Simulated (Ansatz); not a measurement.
input.yaml (Ansatz)

```yaml
crystal:
  lattice:
    - [-1.6746192086, 1.6746192086, 1.6746192086]
    - [1.6746192086, -1.6746192086, 1.6746192086]
    - [1.6746192086, 1.6746192086, -1.6746192086]
  atoms:
    - { symbol: Nb, position: [0.0, 0.0, 0.0], spin: 1.0, spin_axis: [0, 0, 1] }
hamiltonian:
  xc: blyp
  pseudopotentials:
    kind: paw_fr
    azcp:
      Nb: "pseudopotentials/Nb.paw.azcp"
basis:
  ecutwfc: 420
  fft_grid_basis: typed
kpoints:
  mp_grid: { grid: [13, 13, 13], shift: [0, 0, 0] }
magnetization:
  noncollinear: true
  spin_orbit: true
scf:
  occupations: { method: fermi_dirac, width: 0.05 }
```

Terminal output

```
Engine: ansatz 0.2.0, x86_64-unknown-linux-gnu
Pseudopotentials: kind: paw_fr
Pseudopotential: Nb, paw_fr, valence charge 13, recommended cutoff 420 eV (normal) 
Functional definition: BLYP
  parameter beta = 0.0042
  parameter a = 0.04918
  parameter b = 0.132
  parameter c = 0.2533
  parameter d = 0.349
  exchange = b88_x(beta = beta)
  correlation = lyp_c(a = a, b = b, c = c, d = d)
Crystal: 1 atoms, lattice volume = 18.785 Å³
Basis set: ecut = 420 eV, 369 PW (Γ), exchange–correlation on 40×40×40 points (8 copies of the dense FFT grid, shifted against one another)
Bands: 22, of which v1, the nominal top of the filled ones, is band 13 counted from 1 (12 counted from 0)
Symmetry: 8 space group operations + 8 with time reversal
Magnetic group: BNS 139.537 (UNI 1197), of the structure as read, at distance tolerance 2.7e-5 Å
k-points: 196 of 2197 (time reversal used)
Projection manifold: j_resolved (fully-relativistic pseudo-atomic orbitals)
Non-local potential: Nb, projectors of the file, l = 0: 3, l = 1: 4, l = 2: 4, l = 3: 2
PAW form: soft (Blöchl's): semilocal exchange-correlation on the pseudo side does not see the compensation charge
PAW frozen core: Nb, regenerated for the run's functional, and the local potential with it (the file was generated under x = pbe(κ = 0.804, μ = 0.2195149727645171), c = pbe(β = 0.06672455060314922))
PAW one-centre angular grid: Nb, 590 points (default); XC on its mesh's 2743 points in the sphere
Initial density: superposition of atomic densities (chi_scale 0.1, normalization cell)
Starting moments: Σ|m| = 1 μB on 1 of 1 site
Initial wavefunctions: pseudopotential atomic-orbital guess
Functional: x = b88, c = lyp
SCF iter   1: F=—  HF=-4566.391995 eV  |F-HF|=—  |Δ(HF+E_count)|=         —  Δρ=7.75e-2  dr2=1.01e0  dr2_m=2.59e-1  ethr=3.10e-3  |M|=3.45e-1 ∫|m|=3.45e-1 μB  |m|>n=0.0e0 m-floor=0.0e0 τ_xc=0.0e0  β_m=0.30  ⟨swp⟩=6.5  Hψ=22984  notcnv=0  defer=61
SCF iter   2: F=—  HF=-4566.142178 eV  |F-HF|=—  |Δ(HF+E_count)|=   2.50e-1  Δρ=5.72e-2  dr2=2.44e-1  dr2_m=1.41e-1  ethr=3.10e-3  |M|=2.92e-1 ∫|m|=2.92e-1 μB  |m|>n=0.0e0 m-floor=0.0e0 τ_xc=6.7e-8  β_m=0.30  ⟨swp⟩=2.9  Hψ=9132  notcnv=0  defer=490
SCF iter   3: F=—  HF=-4566.098279 eV  |F-HF|=—  |Δ(HF+E_count)|=   4.39e-2  Δρ=4.31e-2  dr2=1.48e-2  dr2_m=7.99e-2  ethr=1.87e-3  |M|=2.30e-1 ∫|m|=2.30e-1 μB  |m|>n=0.0e0 m-floor=0.0e0 τ_xc=1.9e-7  β_m=0.30  ⟨swp⟩=3.0  Hψ=7536  notcnv=0  defer=490
SCF iter   4: F=—  HF=-4566.114085 eV  |F-HF|=—  |Δ(HF+E_count)|=   1.58e-2  Δρ=3.30e-2  dr2=5.83e-4  dr2_m=4.68e-2  ethr=1.14e-4  |M|=1.86e-1 ∫|m|=1.86e-1 μB  |m|>n=0.0e0 m-floor=0.0e0 τ_xc=2.4e-7  β_m=0.30  ⟨swp⟩=3.0  Hψ=8064  notcnv=0  defer=490
SCF iter   5: F=—  HF=-4566.123759 eV  |F-HF|=—  |Δ(HF+E_count)|=   9.67e-3  Δρ=2.53e-2  dr2=3.67e-5  dr2_m=2.76e-2  ethr=4.48e-6  |M|=1.50e-1 ∫|m|=1.50e-1 μB  |m|>n=0.0e0 m-floor=0.0e0 τ_xc=2.2e-7  β_m=0.30  ⟨swp⟩=2.1  Hψ=5951  notcnv=0  defer=490
SCF iter   6: F=—  HF=-4566.129843 eV  |F-HF|=—  |Δ(HF+E_count)|=   6.08e-3  Δρ=1.96e-2  dr2=6.07e-7  dr2_m=1.65e-2  ethr=2.83e-7  |M|=1.21e-1 ∫|m|=1.21e-1 μB  |m|>n=0.0e0 m-floor=0.0e0 τ_xc=1.8e-7  β_m=0.30  ⟨swp⟩=2.0  Hψ=7174  notcnv=0  defer=490
SCF iter   7: F=—  HF=-4566.133649 eV  |F-HF|=—  |Δ(HF+E_count)|=   3.81e-3  Δρ=1.52e-2  dr2=4.16e-7  dr2_m=9.97e-3  ethr=7.69e-10  |M|=9.82e-2 ∫|m|=9.82e-2 μB  |m|>n=0.0e0 m-floor=0.0e0 τ_xc=1.4e-7  β_m=0.30  ⟨swp⟩=3.9  Hψ=10924  notcnv=0
Mixer restart at iter 7: flushing history
spin-set hold released at iteration 7 (site moments contracting): the magnetisation degrees of freedom join the quasi-Newton model from the next iteration; the mixer history was flushed
SCF iter   8: F=—  HF=-4566.136062 eV  |F-HF|=—  |Δ(HF+E_count)|=   2.41e-3  Δρ=1.19e-2  dr2=6.22e-7  dr2_m=6.05e-3  ethr=3.20e-9  |M|=7.96e-2 ∫|m|=7.96e-2 μB  |m|>n=0.0e0 m-floor=0.0e0 τ_xc=1.1e-7  β_m=0.63  ⟨swp⟩=3.2  Hψ=8041  notcnv=0  defer=490
SCF iter   9: F=—  HF=-4566.140341 eV  |F-HF|=—  |Δ(HF+E_count)|=   4.28e-3  Δρ=1.21e-3  dr2=2.02e-7  dr2_m=6.31e-5  ethr=3.20e-9  |M|=1.36e-2 ∫|m|=1.37e-2 μB  |m|>n=0.0e0 m-floor=0.0e0 τ_xc=1.5e-6  β_m=0.82  ⟨swp⟩=3.0  Hψ=9204  notcnv=0  defer=490
SCF iter  10: F=—  HF=-4566.140458 eV  |F-HF|=—  |Δ(HF+E_count)|=   1.17e-4  Δρ=4.20e-4  dr2=1.90e-7  dr2_m=7.58e-6  ethr=7.69e-10  |M|=4.67e-3 ∫|m|=4.80e-3 μB  |m|>n=0.0e0 m-floor=0.0e0 τ_xc=2.0e-7  β_m=0.91  ⟨swp⟩=3.8  Hψ=10678  notcnv=0
SCF iter  11: F=—  HF=-4566.140476 eV  |F-HF|=—  |Δ(HF+E_count)|=   1.77e-5  Δρ=4.82e-5  dr2=4.73e-7  dr2_m=3.38e-8  ethr=1.46e-9  |M|=1.65e-4 ∫|m|=2.42e-4 μB  |m|>n=0.0e0 m-floor=0.0e0 τ_xc=1.1e-9  β_m=0.77  ⟨swp⟩=4.1  Hψ=9881  notcnv=0  defer=490
iter 12 did not close the SCF: its close was put off for a magnetic moment that had not settled (scf_convergence_deferred on its scf_iter line)
SCF iter  12: F=-4566.140476 eV  HF=-4566.140476 eV  |F-HF|=2.15e-8  |Δ(HF+E_count)|=   1.39e-7  Δρ=1.74e-5  dr2=3.62e-9  dr2_m=1.30e-8  ethr=7.69e-10  |M|=2.65e-5 ∫|m|=1.04e-4 μB  |m|>n=0.0e0 m-floor=0.0e0 τ_xc=3.7e-11  β_m=0.89  ⟨swp⟩=1.0  Hψ=11560  notcnv=0
iter 13 did not close the SCF: its close was put off for a magnetic moment that had not settled (scf_convergence_deferred on its scf_iter line)
SCF iter  13: F=-4566.140476 eV  HF=-4566.140476 eV  |F-HF|=2.83e-10  |Δ(HF+E_count)|=   3.17e-8  Δρ=1.75e-6  dr2=1.39e-11  dr2_m=1.33e-10  ethr=2.79e-11  |M|=4.31e-6 ∫|m|=9.58e-6 μB  |m|>n=0.0e0 m-floor=0.0e0 τ_xc=7.8e-13  β_m=0.94  ⟨swp⟩=1.0  Hψ=11550  notcnv=0
SCF iter  14: F=-4566.140476 eV  HF=-4566.140476 eV  |F-HF|=2.73e-12  |Δ(HF+E_count)|=  3.85e-10  Δρ=2.04e-7  dr2=3.69e-14  dr2_m=1.84e-12  ethr=1.00e-12  |M|=1.24e-6 ∫|m|=1.33e-6 μB  |m|>n=0.0e0 m-floor=0.0e0 τ_xc=1.5e-14  ⟨swp⟩=1.0  Hψ=11098  notcnv=0
WARN: the starting moments were not kept: the SCF closed with an absolute magnetisation of 1.3e-6 μB, where they sum to 1 μB in size (1 site). That is at most 0.1 of that sum. Measured as dr2_m measures the in/out step, that magnetisation stands 2.7e-13 eV from none, at or under the dr2_threshold of 1.0e-7 eV: it is no larger than a step whose dr2_m would equal this threshold. The system may hold no moment; this SCF shows only that its start led to no more than that. To try another start: raise the starting moments (crystal.atoms[].spin, magnetization.per_species, magnetization.initial_magnetization, or on a non-collinear deck that types none of these the spinor_matrix: blocks that start its atoms; where the total moment is fixed, keep their sum and leave initial_magnetization as it is; typed ones take the place of any that the run laid by itself, positive ones on a crystal's lanthanoids without a Hubbard term where scf.initial_density.shell_occupations: [] is typed) or, if the notice of its spin-set hold's release reads "site moments contracting" or "site moments show no strong build", lengthen the hold (scf.mixing.spin_hold: { on: { confirm: 4 } }; for m-r²SCAN on two components see the key's manual first). Each may lead to a state that holds a moment. A second SCF, from the converged charge density, with the starting moments and any scf.initial_density.shell_occupations laid on it anew, would have followed, and was not run: the deck does not ask for one (magnetization.retry_lost_moments is false, the default). To let it run, set magnetization.retry_lost_moments: true and run the deck again, where that key's refused combinations let it; where memory then withholds it, that run's warning says so.
SCF 1 converged in 14 iterations: F = -4566.140476 eV  dr2 = 3.69e-14
SCF converged after 14 iterations
Stability not checked: this state was not tested for a lower state beside it, because this non-collinear magnet's GGA is evaluated by the locally collinear projection, under which the energy is not smooth in the magnetisation (locally_collinear_gga; see scf.lower_state_search)
Magnetization: |M| = 0.0000 μB,  M = (-0.0000, -0.0000, -0.0000) μB
Absolute magnetization: 0.0000 μB (∫|m|, with the PAW one-centre terms)
  site 0: m = (+0.0000, -0.0000, -0.0000) μB, |m| = 0.0000 μB  (R = 1.20 Å)
Free energy (F): -4566.140476 eV
Harris-Foulkes:  -4566.140476 eV  (|F-HF|=2.73e-12)
Internal energy: -4566.129230 eV  (E = F + TS)
E sigma→0 (E₀):  -4566.134853 eV
Entropy (-TS):   -0.011246 eV (-11.246 meV/atom)
Fermi energy:    17.470096 eV
--- Per-component energies (eV) ---
  E_band       = -72.233367
  E_kinetic    = 394.572737
  E_local      = -721.595623  (includes V_loc(G=0)·N_el)
  E_nonlocal   = 120.444334
  E_hartree    = 225.226118
  E_xc         = -172.194467
  E_vxc        = -208.481808  (∫ρ·V_xc dr)
  E_paw        = -3090.544088  (= ΣΔE_a)
  E_vpaw       = -107.625256  (= ΣTr[D̂ρ^β])
  E_aug_tail   = 0.000009  (compensation charges beyond the density's cutoff)
  E_ewald      = -1322.124522
  E_core_change = 0.086272  (= ΣΔE_core)
  E_smearing   = -0.011246  (= −TS)
  E_closure    = 0.000000  (closes the sum)
  Σ components = -4566.140476   (vs F -4566.140476, Δ=0.00e0)
```
